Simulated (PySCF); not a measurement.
Gas-phase reaction: 3 SiH + 3 O₂ + HCl ⇌ 2 SiO(OH)₂ + SiCl

Method: PySCF energies plus ideal-gas RRHO corrections (1 bar). † marks an energy on the PBE0/def2-TZVP geometry and frequencies; other levels use their own. MP2 freezes the core. 6-31G* has spherical d functions here. Open shells (unrestricted): SiH (multiplicity 2), O₂ (multiplicity 3), SiCl (multiplicity 2); the rest are closed-shell singlets. Spin-orbit splitting is ignored; it lowers the true energy and changes the entropy of SiH, SiCl. SiO(OH)₂: computed as isolated molecules; such fragments, hydroxides, amides, oligomers or adducts are transient or little studied in the gas. MP2 isn't extrapolated to the basis-set limit.

MP2/def2-SVP† gives ΔH°(298 K) = -2268 kJ.

Question: What do HF/6-31G*, MP2/def2-TZVPP†, PBE0/def2-SVP† give?

Answer: HF/6-31G*: -1914 kJ; MP2/def2-TZVPP†: -2570 kJ; PBE0/def2-SVP†: -2160 kJ. For scale, ΔH°(298 K) is -2268 kJ at this level, -2426 kJ at ωB97M-V/def2-TZVP†, and runs from -3356 to -1914 kJ over the 20 levels computed.
